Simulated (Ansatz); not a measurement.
## CH5AlO (SMILES [CH3][AlH][OH]): the energy, rung by rung

CH5AlO has 8 atoms, charge 0, and is taken as a singlet. SMILES: `[CH3][AlH][OH]`. Geometry: optimised at PBE0/def2-SVP. This is one conformer, not always the lowest.

```
atom    x (Å)    y (Å)    z (Å)
   C  -0.7776   0.9844  -0.0722
  Al   0.5878  -0.3889  -0.2460
   O   0.5480  -1.6858   0.8664
   H  -0.3260   1.9696   0.1345
   H  -1.4848   0.7581   0.7407
   H  -1.3542   1.0964  -1.0060
   H   1.7316  -0.3737  -1.3543
   H   1.1673  -2.4172   0.8810
```

Quantity: the dissociation energy of the Al2–C1 bond into doublet AlH2O and doublet CH3 (shapes relaxed at PBE0/def2-SVP, no zero-point term), in eV. The values are calculated.

```tsv
level	kind	program	value (eV)
HF/def2-TZVP	Hartree–Fock	Ansatz	2.60
PBE/def2-TZVP	GGA	Ansatz	3.62
r2SCAN/def2-TZVP	meta-GGA	Ansatz	3.50
B3LYP/def2-TZVP	global hybrid	Ansatz	3.55
MP2/def2-TZVP	perturbation theory	Ansatz	3.79
```

The values span 2.60 to 3.79 eV. Hartree–Fock misses the correlation of the electron pair that is broken and comes out low. Measured bond enthalpies also hold zero-point and thermal terms, a few tenths of an eV less.
